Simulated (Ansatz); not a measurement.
The same path of AlH₅O (7 atoms, charge 0, multiplicity 1) was run twice with different band settings. The coordinate that changes most is the dihedral H3–O1–Al2–H5.

Theory: RKS BHLYP/def2-SVP (Ansatz).

Relaxed end points:

```xyz
7
Properties=species:S:1:pos:R:3
O -0.149 -1.135 -0.100
Al 0.140 0.868 -0.138
H -0.988 -1.429 0.260
H 0.547 -1.664 0.293
H 0.321 1.176 -1.681
H -1.251 1.240 0.542
H 1.442 0.876 0.778
```

```xyz
7
Properties=species:S:1:pos:R:3
O -0.023 -1.146 -0.014
Al 0.227 0.859 0.046
H -0.285 -1.499 -0.866
H -0.567 -1.555 0.660
H 0.074 1.064 -1.525
H -1.031 1.194 0.963
H 1.665 1.015 0.690
```

Common settings: movable images 5; climbing image yes; spring 5.0 eV/Å²; optimiser quadratic models (default); start path IDPP; force threshold 0.05 eV/Å; end points relaxed.

| run | iteration limit |
| --- | --- |
| 1 | 60 |
| 2 | 10 |

**Question.** What does each run give, and how far can it be trusted?

**Answer.** Run 1: converged after 4 iterations, highest image 0.004 eV above the first end. The top lies less than 8 meV above the higher end, about what the thresholds resolve: that end is a shoulder or a very shallow well. A vibrational analysis at the climbing image gives one clearly imaginary mode, 79i cm⁻¹: a first-order saddle point.
Run 2: converged after 4 iterations, highest image 0.004 eV above the first end. The top lies less than 8 meV above the higher end, about what the thresholds resolve: that end is a shoulder or a very shallow well. Another band between the same ends (5 images) ends at a top of the same energy, where a vibrational analysis finds 1 clearly imaginary mode.
